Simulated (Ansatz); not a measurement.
# LiHO: ionisation energy by level of theory

How much energy removes an electron from LiHO at fixed geometry? The cation is run at each level and the neutral's energy taken from earlier runs.

Computed with Ansatz 0.2.0, Gaussian basis. Level: unrestricted cation, the program's frozen cores in correlated methods.

The runs, in order: UKS PBE-D4/def2-TZVPP; UKS r2SCAN-D4/def2-TZVPP; UKS PBE0-D4/def2-TZVPP; UKS B3LYP-D4/def2-TZVPP; UKS wB97X-V/def2-TZVPP; UKS wB97M-V/def2-TZVPP; UKS B2PLYP/def2-TZVPP; UHF-CCSD(T)/def2-TZVPP; UHF-CCSD(T)/def2-QZVPP; extrapolation to the limit; then −ε(HOMO) from the neutral's earlier runs with LDA (SPW92), PBE-D4, revPBE-D4, BLYP-D4, r2SCAN-D4, B97M-V, PBE0-D4, B3LYP-D4, r2SCANh-D4, r2SCAN0-D4, HSE06-D4, BHLYP-D4, CAM-B3LYP-D4, LC-ωPBE, ωB97X-V, ωB97M-V.

### 1 The relaxed structure

The geometry comes from an earlier relaxation with PBE0-D4 in a triple-zeta def2 set; it is a stationary point.

SMILES `[Li][OH]`, 3 atoms, charge 0, spin multiplicity 1.

Atoms are counted from 1 here; the program's logs count them from 0.

Bond lengths: Li1–O2 1.571 Å, O2–H3 0.948 Å. Angles: Li1–O2–H3 180.0°.

As a file:

```xyz
3

Li    0.95193    0.74530    0.59377
O    -0.14912   -0.13831   -0.09544
H    -0.81381   -0.67179   -0.51152
```

### 2 Cation, UKS PBE-D4/def2-TZVPP

in.yaml reads:

```yaml
crystal:
  periodic: [false, false, false]
  atoms:
    - {symbol: Li, position_ang: [0.951928, 0.745297, 0.593766]}
    - {symbol: O, position_ang: [-0.149116, -0.138309, -0.095444]}
    - {symbol: H, position_ang: [-0.813812, -0.671787, -0.511522]}
basis:
  gaussian: {orbitals: def2-TZVPP}
total_charge: 1
magnetization: {spin_polarized: true, initial_magnetization: 1}
hamiltonian: {xc: pbe, dispersion: d4}
```

Started as:

```bash
ansatz run in.yaml --threads 2 --pin off --events-out ev --progress --plain --max-ram 32768MiB --backend cpu
```

Further steps of the session: Cation, UKS r2SCAN-D4/def2-TZVPP; Cation, UKS PBE0-D4/def2-TZVPP; Cation, UKS B3LYP-D4/def2-TZVPP; Cation, UKS wB97X-V/def2-TZVPP; Cation, UKS wB97M-V/def2-TZVPP; Cation, UKS B2PLYP (frozen core)/def2-TZVPP; Cation, UHF-CCSD(T)/def2-TZVPP; Cation, UHF-CCSD(T)/def2-QZVPP.

Before running them: what should the planned runs give, taken together? Wanted: ionisation energy, CCSD(T)/CBS; nearest functional by difference; nearest −ε(HOMO); −ε(HOMO) of PBE; T1 of the cation.

The runs gave:

```
                        quantity                value
  ionisation energy, CCSD(T)/CBS              9.35 eV
nearest functional by difference  B3LYP-D4 (-0.02 eV)
                nearest −ε(HOMO)   LC-ωPBE (-0.24 eV)
                 −ε(HOMO) of PBE              4.66 eV
                T1 of the cation                0.007
```

What this shows: By cation minus neutral, the functionals miss by 0.26 eV at most. −ε(HOMO) of PBE misses by 4.7 eV, since self-interaction lifts the level. Among orbital estimates LC-ωPBE comes nearest. Hartree-Fock falls 2.04 eV short, as the neutral has more correlation energy than the cation. Correlated methods include outer-core shells of Li, which these sets cover unevenly.
